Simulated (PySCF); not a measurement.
Broadened absorption spectrum of ethyl methyl sulfone

Compound: ethyl methyl sulfone, C3H8O2S.
Atom-mapped SMILES: `[CH3:1][CH2:2][S:3]([CH3:4])(=[O:5])=[O:6]` (hydrogens: H7, H8, H9 on C1; H10, H11 on C2; H12, H13, H14 on C4)

Computed with TDDFT CAM-B3LYP/def2-SVPD, vertical, gas phase, core orbitals frozen in the response (PySCF). One conformer (not necessarily the lowest) at the GFN2-xTB geometry, without solvent, vibrations or thermal averaging. Torsions of this conformer, `[CH3:1][CH2:2][S:3]([CH3:4])(=[O:5])=[O:6]`: C1–C2–S3–C4 -65°.

Computed states:

```
state  E (eV)       f
   S1    7.73   0.024
   S2    8.14   0.060
   S3    8.22   0.014
   S4    8.58  0.0007
   S5    8.63   0.017
   S6    8.66   0.012
   S7    8.81   0.099
   S8    8.96  0.0045
```

Each state is given a Gaussian of 0.25 eV full width at half maximum, with ε(max) = 2.175×10⁸ f / Δν̃ (Δν̃ the width in cm⁻¹). The width is an assumption, not a result. The curve ends short of the highest state used, and states not computed would add to its high-energy end.

Q: Give the broadened spectrum and its maxima.

A: 
E (eV), ε (L mol⁻¹ cm⁻¹) and a bar:
```
     7.36          6 
     7.37          8 
     7.39         15 
     7.41         26 
     7.43         45 
     7.45         76 
     7.47        123 
     7.48        155 #
     7.50        238 #
     7.52        352 #
     7.54        504 ##
     7.56        695 ###
     7.57        805 ###
     7.59       1053 ####
     7.61       1330 #####
     7.63       1621 ######
     7.65       1906 #######
     7.67       2164 ########
     7.68       2275 #########
     7.70       2449 ##########
     7.72       2546 ##########
     7.74       2555 ##########
     7.76       2478 ##########
     7.77       2410 #########
     7.79       2227 #########
     7.81       2001 ########
     7.83       1761 #######
     7.85       1540 ######
     7.87       1369 #####
     7.88       1312 #####
     7.90       1273 #####
     7.92       1353 #####
     7.94       1569 ######
     7.96       1933 ########
     7.97       2171 ########
     7.99       2752 ###########
     8.01       3456 ##############
     8.03       4247 #################
     8.05       5077 ####################
     8.07       5887 #######################
     8.08       6263 ########################
     8.10       6919 ###########################
     8.12       7398 #############################
     8.14       7656 ##############################
     8.16       7669 ##############################
     8.17       7584 ##############################
     8.19       7240 ############################
     8.21       6696 ##########################
     8.23       6001 #######################
     8.25       5216 ####################
     8.27       4398 #################
     8.28       3994 ################
     8.30       3225 #############
     8.32       2538 ##########
     8.34       1957 ########
     8.36       1496 ######
```

Maxima: 160 nm (7.73 eV), ε about 2600, made up of S1 (100%); 152 nm (8.15 eV), ε about 7700, made up of S2 (84%) and S3 (16%) (ε in L mol⁻¹ cm⁻¹; maxima over ε = 5, shares over 10%).

Q: What would ε be at 8.15 eV, the highest of these maxima, with half the width (0.125 eV)?

A: About 13900 L mol⁻¹ cm⁻¹ against 7690, a factor of about 1.8; a lone state at its own centre would give exactly 2.

Q: Coming from long wavelengths, where does ε first pass 100 L mol⁻¹ cm⁻¹?

A: At about 166 nm (7.46 eV), 0.27 eV below S1.
